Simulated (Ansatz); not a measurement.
A made-up structure of CH7BSi, singlet:

```
10
angstrom
B -0.2429 -0.8620 -1.2376
C 0.4412 -0.6939 0.1226
Si -0.0924 1.0035 0.7790
H -1.3493 -1.3158 -1.3118
H 0.2863 -0.4739 -2.2399
H 0.2709 0.0667 -0.7948
H 0.1123 -1.3952 0.8954
H -1.5658 1.0601 0.9611
H 0.5614 1.2337 2.0935
H 0.3156 2.0868 -0.1523
```

It is relaxed with PBE-D4/def2-SVP and then PBE0-D4/def2-TZVP (Ansatz 0.2.0). Atoms count as bonded within 1.22 times the sum of their covalent radii (H–H: 0.88 Å). The end point is not checked to be a true minimum.

(1) Does its bonding change? (A judgement: the text doesn't fix the answer.)

Answers

(1) Computed: Yes. Formed: none; broken: B1–H6.

Where it ends: The first stage lowers the energy by 4.48 eV in 25 steps. It ends as CH₇BSi ([BH2][CH2][SiH3]):
```
10
angstrom
B 0.1863 -0.9143 -1.2152
C -0.8188 -0.3737 -0.1931
Si 0.0683 1.0122 0.7491
H 0.9450 -1.7931 -0.9196
H 0.2798 -0.4175 -2.3015
H -1.6992 0.1138 -0.6226
H -1.1147 -1.0834 0.5852
H -0.8618 1.5662 1.7672
H 1.2786 0.4955 1.4385
H 0.4739 2.1043 -0.1728
```

Labels in which every atom is bracketed show which atoms are joined, not bond orders.

For scale, one of the runs: PBE0-D4/def2-TZVP relaxation, 141 basis functions, launched by `ansatz run in.yaml --threads 2 --pin off --events-out ev --progress --plain --max-ram 4352MiB`. The run took about 20 s on 2 CPU threads of an Arm Neoverse V1 (shared host).
